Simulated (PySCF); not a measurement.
**Si: ionisation energy**

Si [Ne] 3s2 3p2 (3P) → Si⁺ [Ne] 3s2 3p1 (2P), as a difference of total energies. All numbers are calculated (PySCF 2.14, no relativity, point nucleus, in aug-cc-pwCVTZ). Correlated levels: valence: [Ne] frozen; valence and next inner shell: 1s2 frozen; nothing frozen. The calculations carry no spin-orbit coupling.

```csv
method,ionisation energy (eV)
UHF,7.638
LDA,8.235
PBE,8.199
PBE0,8.219
r2SCAN,8.320
BLYP,7.944
TPSSh,8.208
MP2 (valence),8.051
SCS-MP2 (valence),7.963
MP2 (valence and next inner shell),8.052
SCS-MP2 (valence and next inner shell),7.965
MP2 (all electrons),8.053
SCS-MP2 (all electrons),7.966
```

Question: Estimate what B3LYP gives.

Answer: 8.115 eV, closest to MP2 (all electrons) among the rows shown.

Question: Estimate what M06 gives.

Answer: 7.930 eV, closest to BLYP among the rows shown.

Errors of the correlated levels include the incompleteness of this basis and the frozen core.

For comparison: 8.157 eV (measured; NIST levels, between the centres of gravity of the two terms).
